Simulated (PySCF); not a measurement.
**Diatomic anions of B with the third period**

CCSD(T) with double-zeta basis sets in PySCF, for the lowest determinant that a PBE0 search found; no spin–orbit coupling. De refers to high-spin ground-configuration atoms (the charge goes to the atom of lower measured ionisation energy or higher electron affinity, which is not always the lowest computed limit).

```json
{"M": "Al", "basis": "aug-cc-pV(D+d)Z/aug-cc-pVDZ", "reference, frozen orbitals": "UHF, 6", "charged atom": "Al−", "state (unpaired electrons)": "quartet (σ ↑, π ↑↑)", "Re (Å)": "2.110", "ωe (cm⁻¹)": "570", "De (eV)": "2.90"}
{"M": "Si", "basis": "def2-SVPD", "reference, frozen orbitals": "ROHF, 6", "charged atom": "Si−", "state (unpaired electrons)": "triplet (σ ↑, π ↑)", "Re (Å)": "1.880", "ωe (cm⁻¹)": "813", "De (eV)": "n/a"}
{"M": "P", "basis": "aug-pcseg-1", "reference, frozen orbitals": "ROHF, 6", "charged atom": "P−", "state (unpaired electrons)": "doublet (σ ↑)", "Re (Å)": "1.725", "ωe (cm⁻¹)": "1006", "De (eV)": "n/a"}
{"M": "S", "basis": "aug-cc-pVDZ/aug-cc-pV(D+d)Z", "reference, frozen orbitals": "RHF, 6", "charged atom": "S−", "state (unpaired electrons)": "singlet (closed shell)", "Re (Å)": "1.716", "ωe (cm⁻¹)": "971", "De (eV)": "n/a"}
{"M": "Cl", "basis": "aug-cc-pVDZ/aug-cc-pV(D+d)Z", "reference, frozen orbitals": "UHF, 6", "charged atom": "Cl−", "state (unpaired electrons)": "doublet (π ↑)", "Re (Å)": "1.936", "ωe (cm⁻¹)": "467", "De (eV)": "n/a"}
```

The shortest bond is that of BS⁻ (1.716 Å), the longest that of AlB⁻ (2.110 Å).

The rows differ in basis set, which adds steps of its own.

The state changes along the series, so neighbouring rows are not always alike in their bonding.

Correlated steps freeze 6 core orbitals. UHF and ROHF references stand side by side, which adds small steps between rows. Correlated levels converge slowly with the basis: in double zeta they bind strong bonds too weakly, by up to about 1 eV, and carry superposition errors of some tenths. For an ion De counts to the pair picked by the measured ionisation energies or electron affinities, which need not be the lowest pair at this level. The CCSD T1 diagnostic is raised in AlB⁻, BP⁻, BS⁻, SiB⁻, a sign that a single reference may not be enough there. States were picked by a PBE0 search and need not be the measured ground states.
